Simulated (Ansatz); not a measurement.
Molecule: C₃H₅O (charge 0, doublet). It need not be the lowest isomer of its formula. 
Structure (B3LYP-D3(BJ)/def2-TZVP (Ansatz, a quantum-chemistry and plane-wave program) minimum search):
```xyz
9

O     -0.3046     0.1976     1.3189
C     -0.0324     0.0695     0.1240
C      0.0638     1.2218    -0.7254
C      0.2080    -1.2952    -0.4880
H      0.1077    -2.0611     0.2771
H     -0.1067     2.1992    -0.2960
H      0.3011     1.1392    -1.7780
H      1.2069    -1.3481    -0.9274
H     -0.5087    -1.4869    -1.2902
```
Charge 0, spin multiplicity 2.

Basis-set convergence of Hartree-Fock and CCSD correlation energies (hartree) with Ansatz. Cores are frozen in the correlated levels unless marked. Open shells are spin-unrestricted. Spin-orbit coupling is left out. No relativistic terms.

The UHF reference is spin-contaminated (<S^2> 0.15 over the pure value in the largest basis). 

```tsv
basis	functions	E(HF)	E(corr, CCSD)
cc-pVDZ	81	-191.35898	-0.60153
cc-pVTZ	190	?	?
```

**Question.** Some entries are withheld; supply them.

**Answer.** 
- cc-pVTZ, E(HF): -191.41360
- cc-pVTZ, E(corr, CCSD): -0.72940
